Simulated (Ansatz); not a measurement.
**What each rung costs, and what it gives**

The pair of H2O (SMILES O, atoms 1–3) and SiH4 (SMILES [SiH4], atoms 4–8), both closed shells, in one local arrangement (a lower one may exist), relaxed at PBE0-D4/def2-TZVP:

O1  (-0.520, -0.351, -1.769)
H2  (-0.854, 0.483, -2.108)
H3  (0.313, -0.493, -2.225)
Si4  (0.204, 0.066, 1.202)
H5  (-1.208, -0.377, 1.133)
H6  (0.571, 0.259, 2.633)
H7  (0.381, 1.367, 0.509)
H8  (1.113, -0.954, 0.626)
(Å)

Interaction energies are counterpoise-corrected; the time is that of the whole pair.

Ansatz 0.2.0; basis: as named in each row; cores frozen in the correlated methods. B3LYP uses VWN-RPA correlation. Extrapolation: Hartree–Fock as exp(−7.88 √X), correlation as X^−2.97.

Times are rough, for one single point on 2 threads of a shared host (Arm Neoverse V1).

The estimate by CCSD(T) at an estimated basis limit (MP2 extrapolated from triple and quadruple zeta, plus CCSD(T) − MP2 in triple zeta) is -1.60 kcal/mol.

| method | basis | time (s) | interaction energy (kcal/mol) | method less estimate |
| --- | --- | --- | --- | --- |
| HF | STO-3G | under 1 | 0.84 | 2.44 |
| PBE-D4 | STO-3G | under 1 | -0.20 | 1.40 |
| SPW92 | def2-SVP | under 1 | -3.35 | -1.75 |
| B3LYP-D4 | 6-31G | under 1 | -1.24 | 0.36 |
| PBE-D4 | def2-SVP | under 1 | -2.00 | -0.40 |
| PBE0-D4 | def2-SVP | under 1 | -1.95 | -0.35 |
| CCSD(T) | def2-SVP | under 1 | -0.75 | 0.85 |
| PBE-D4 | def2-TZVPPD | 2 | -1.67 | -0.07 |
| revPBE-D4 | def2-TZVPPD | 2 | -1.13 | 0.47 |
| BLYP-D4 | def2-TZVPPD | 2 | -1.15 | 0.45 |
| PBE0-D4 | def2-TZVPPD | 2 | -1.62 | -0.02 |
| HSE06-D4 | def2-TZVPPD | 2 | -1.61 | -0.01 |
| wB97M-V | def2-SVP | 3 | -2.04 | -0.44 |
| r2SCAN-D4 | def2-TZVPPD | 3 | -1.78 | -0.18 |
| B3LYP-D4 | def2-TZVPPD | 3 | -1.40 | 0.20 |
| B2PLYP | def2-TZVPPD | 4 | -0.79 | 0.81 |
| wB97X-V | def2-TZVPPD | 6 | -1.68 | -0.08 |
| B97M-V | def2-TZVPPD | 6 | -1.94 | -0.34 |
| wB97M-V | def2-TZVPPD | 7 | -1.81 | -0.21 |
| MP2 | def2-QZVPPD | 12 | -1.45 | 0.15 |
| CCSD(T) | def2-TZVPPD | 30 | -1.32 | 0.28 |

No T1 diagnostic of these runs exceeds 0.011.
